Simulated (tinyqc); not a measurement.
Hueckel theory of the pi electrons, for the molecule C=CN=C (SMILES; centres numbered as the heavy atoms are written), step by step. One step of it, computed by the program tinyqc.

Question. Energy, charges, bond orders. E = sum n x; q_r = z_r - P_rr; bond order p = P_rs; free valence = sqrt(3) - sum of p over the bonds of the atom.

x values: 1.794965  0.674571  -0.557114  -1.482423

occupations: 2.000000  2.000000  0.000000  0.000000

charge and bond-order matrix P:
```
           1C         2C         3N         4C
1C   1.018797   0.896846  -0.037593  -0.440341
2C   0.896846   0.981203   0.440341  -0.037593
3N  -0.037593   0.440341   1.170550   0.880681
4C  -0.440341  -0.037593   0.880681   0.829450
```

Centres:
```
centre  z_r, pi electrons of the neutral centre         h
1C                                            1  0.000000
2C                                            1  0.000000
3N                                            1  0.430000
4C                                            1  0.000000
```

Bonds:
```
i  j  k
1  2  1
2  3  1
3  4  1
```

Give: pi energy = 4 alpha + this times beta; pi charges; Bond orders and lengths from R = 1.517 - 0.180 p; free valence of the carbons; gap between the highest filled and the next level.

Answer.

pi energy = 4 alpha + this times beta = 4.9391

pi charges: 1C -0.0188, 2C 0.0188, 3N -0.1705, 4C 0.1705

Bond orders and lengths from R = 1.517 - 0.180 p (angstrom, C-C alone):
```
bond       p       R
1-2   0.8968  1.3556
2-3   0.4403       -
3-4   0.8807       -
```

free valence of the carbons: 1C 0.8352, 2C 0.3949, 4C 0.8514

gap between the highest filled and the next level = 1.2317 |beta|
